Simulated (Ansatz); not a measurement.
Ansatz (a quantum-chemistry and plane-wave program) input:

Ansatz 0.2 input:
```yaml
crystal:
  periodic: [false, false, false]
  atoms:
    - {symbol: C, position_ang: [0.05642585, 0.73130304, -0.13077437]}
    - {symbol: C, position_ang: [1.52312736, 0.67639230, 0.04806753]}
    - {symbol: Cl, position_ang: [-0.86834479, -0.70435064, 0.04930713]}
    - {symbol: H, position_ang: [-0.46096356, 1.53945918, -0.62387398]}
    - {symbol: H, position_ang: [1.93775869, 1.68571894, 0.03825061]}
    - {symbol: H, position_ang: [1.79264150, 0.19872643, 0.99385005]}
    - {symbol: H, position_ang: [2.01510562, 0.10388438, -0.75020696]}
basis:
  gaussian:
    orbitals: def2-TZVP
hamiltonian:
  xc: b3lyp
  dispersion: d3bj
magnetization: {spin_polarized: true, initial_magnetization: 1}
phonons: {temperatures: {t_min: 298.15, t_max: 298.15, t_step: 100}}
```

Task: Predict the final energy.

Result: -538.83315 Eh (B3LYP-D3(BJ)/def2-TZVP). The basis has 123 functions.

It need not be the lowest isomer of its formula.
